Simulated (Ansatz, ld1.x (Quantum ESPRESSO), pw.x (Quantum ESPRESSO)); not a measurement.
From atom to crystal: TM potential for lithium

* Element: lithium (Li)
* Generator: ld1.x (Quantum ESPRESSO) 7.5
* Type: norm-conserving Troullier–Martins (Kleinman–Bylander form)
* Functional: LDA (PW92)
* Relativity: scalar-relativistic
* Frozen core: [He]
* Valence charge: 1
* Reference configuration: 2s1 2p0
* Partial waves: 2p (bound, empty): rc 4.20 bohr; 3d channel at -0.05 Ry: rc 4.05 bohr; 2s (bound): rc 3.25 bohr
* Local potential: the s channel
* Core correction: Bessel-smoothed model core inside 3.30 bohr

Atomic tests: cutoffs needed: 6 Ry and 6 Ry (the cutoffs (Ry, on a coarse ladder) from which the occupation-weighted sum of valence levels, in a spherical-Bessel basis at the reference potential, stays within 10 and 1 mRy of its value at 400 Ry); ghost test: no extra level below or beside the all-electron valence levels (p, d, s, f tested) (spherical-Bessel basis up to 400 Ry, 20 bohr box); largest excitation error: +4.7 meV (all-electron minus pseudo) for 2s0.5 2p0, out of 2 test configurations.

Crystal test: fcc Li in pw.x 7.5, no spin, 13³ k-points, Fermi–Dirac smearing 0.01 Ry, cutoffs 50/200 Ry. The lattice is a test structure that the element need not adopt, and mesh and smearing are coarse.

pw.x input:

```
&control
  calculation='scf', prefix='x', pseudo_dir='./', outdir='./tmp', tstress=.true., disk_io='none'
/
&system
  ibrav=0, nat=1, ntyp=1, ecutwfc=50, ecutrho=200, nbnd=7,
  occupations='smearing', smearing='fd', degauss=0.01
/
&electrons
  conv_thr=1e-09, mixing_beta=0.4, electron_maxstep=70
/
ATOMIC_SPECIES
Li 1.0 Li.UPF
CELL_PARAMETERS angstrom
  0.00000000 2.12028713 2.12028713
  2.12028713 0.00000000 2.12028713
  2.12028713 2.12028713 0.00000000
ATOMIC_POSITIONS crystal
Li 0.0000 0.0000 0.0000
K_POINTS automatic
13 13 13 0 0 0
```

```bash
pw.x < Li.scf.in > Li.scf.out
```

How does the run end?

It converges; the pressure is -1.49 GPa against -0.04 GPa from all-electron LAPW. The largest radius (4.20 bohr) exceeds half the bond length (2.83 bohr), so the spheres overlap, which is one possible source of error among others. This is a poor potential for the solid. The atomic tests give no hint of an error of this size, and its cause was not traced. The log shows:

```
     number of electrons       =         1.00
     number of Kohn-Sham states=            7
     kinetic-energy cutoff     =      50.0000  Ry
     charge density cutoff     =     200.0000  Ry
     scf convergence threshold =      1.0E-09
     Exchange-correlation= PW
     number of k points=    84  Fermi-Dirac smearing, width (Ry)=  0.0100
     iteration #  1     ecut=    50.00 Ry     beta= 0.40
     total energy              =      -0.53748827 Ry
     estimated scf accuracy    <       0.00037071 Ry
     iteration #  2     ecut=    50.00 Ry     beta= 0.40
     total energy              =      -0.53761038 Ry
     estimated scf accuracy    <       0.00013777 Ry
     iteration #  3     ecut=    50.00 Ry     beta= 0.40
     total energy              =      -0.53761425 Ry
     estimated scf accuracy    <       0.00000001 Ry
     iteration #  4     ecut=    50.00 Ry     beta= 0.40
     total energy              =      -0.53761434 Ry
     estimated scf accuracy    <       0.00000005 Ry
     iteration #  5     ecut=    50.00 Ry     beta= 0.40
     total energy              =      -0.53761434 Ry
     estimated scf accuracy    <          4.7E-09 Ry
     iteration #  6     ecut=    50.00 Ry     beta= 0.40
     total energy              =      -0.53761435 Ry
     estimated scf accuracy    <          6.6E-09 Ry
     iteration #  7     ecut=    50.00 Ry     beta= 0.40
     the Fermi energy is     0.4242 ev
!    total energy              =      -0.53761435 Ry
     estimated scf accuracy    <          7.1E-12 Ry
     smearing contrib. (-TS)   =      -0.00230355 Ry
     The total energy is F=E-TS. E is the sum of the following terms:
     one-electron contribution =       0.40704518 Ry
     hartree contribution      =       0.00120202 Ry
     xc contribution           =      -0.37141744 Ry
     ewald contribution        =      -0.57214056 Ry
     convergence has been achieved in   7 iterations
          total   stress  (Ry/bohr**3)                   (kbar)     P=      -14.88
     Message from routine punch:
     Nothing written, as per user request (disk_io='none')
```
